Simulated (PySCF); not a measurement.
## Computed and reference excited states of pyrimidine, `c1cncnc1`

Published values to compare with (the computed states carry no symmetry labels, so the two lists aren't matched line by line):

```tsv
state	E (eV)	f	kind of transition	source
3B1(n→π*)	3.85		band maximum or as reported	[1]
3B1(n→π*)	4.09		vertical absorption	[2]
1B1(n→π*, first)	4.18		band maximum or as reported	[1]
3A2(n→π*)	4.18		band maximum or as reported	[1]
3A1(π→π*)	4.42		band maximum or as reported	[1]
1B1(n→π*)	4.44	0.005	vertical absorption	[2]
1B1(n→π*)	4.51		vertical absorption	[3]
3A2(n→π*)	4.66		vertical absorption	[2]
1A2(n→π*, first)	4.69		band maximum or as reported	[1]
1A2(n→π*)	4.85		vertical absorption	[2]
3B2(π→π*)	4.93		band maximum or as reported	[1]
1A2(n→π*)	4.93		vertical absorption	[3]
3B2(π→π*)	4.96		vertical absorption	[2]
1B2(π→π*)	5.18		band maximum or as reported	[1]
1B2(π→π*)	5.37		vertical absorption	[3]
1B2(π→π*)	5.38	0.028	vertical absorption	[2]
1A2(n→π*, second)	5.67		band maximum or as reported	[1]
1A2(n→π*)	5.92		vertical absorption	[2]
1B1(n→π*, second)	6.02		band maximum or as reported	[1]
1B1(n→π*)	6.26	0.005	vertical absorption	[2]
1A1(π→π*)	6.69		band maximum or as reported	[1]
1B2(n→3s)	6.70	0.005	vertical absorption	[2]
1A1(π→π*)	6.88	0.036	vertical absorption	[2]
1A1(π→π*)	7.06		vertical absorption	[3]
1A1(π→π*)	7.74		vertical absorption	[3]
1B2(π→π*)	8.01		vertical absorption	[3]
```

[1] measured, gas; Loos, Lipparini, Boggio-Pasqua, Scemama, Jacquemin (2019), arXiv:1912.04173, literature columns
[2] computed, theoretical best estimate (aug-cc-pVTZ, frozen core, CC3 geometry), gas; Veril, Scemama, Caffarel, Lipparini, Boggio-Pasqua, Jacquemin, Loos, WIREs Comput. Mol. Sci. 2021, 11, e1517 (QUESTDB)
[3] computed, CC3/TZVP, gas; arXiv:2401.06101 (2024), CC3 reference column of Thiel's set

Species: pyrimidine, C4H4N2.
SMILES: `c1cncnc1`

Method: TDDFT CAM-B3LYP/aug-cc-pVTZ, vertical, gas phase, core orbitals frozen in the response in PySCF 2.14.0, density-fitted response routines. Geometry: PBE0-D3(BJ)/def2-TZVP; no solvent, vibrations or thermal averaging.

Computed singlets: 4.57 eV (f 0.005); 4.93 eV (f 0.000); 5.89 eV (f 0.048); 6.01 eV (f 0.000); 6.31 eV (f 0.006); 6.72 eV (f 0.043); 6.80 eV (f 0.005); 7.36 eV (f 0.016); 7.42 eV (f 0.116); 7.46 eV (f 0.061). Computed triplets (Tamm–Dancoff): 4.06, 4.55, 4.60, 4.80 eV.

Problem. How does the lowest computed singlet compare with the best estimate listed for the lowest singlet (vertical absorption)?

Solution. 4.57 eV against 4.44 eV for 1B1(n→π*) [2]: a difference of +0.13 eV. Geometry and basis of the two calculations needn't be the same.

Problem. How does the lowest computed triplet compare with the best estimate listed for the lowest triplet (vertical absorption)?

Solution. 4.06 eV against 4.09 eV for 3B1(n→π*) [2]: a difference of -0.03 eV. Geometry and basis of the two calculations needn't be the same.

A measured band maximum holds vibronic effects and, in solution, solvent shifts, so it needn't equal the vertical energy.
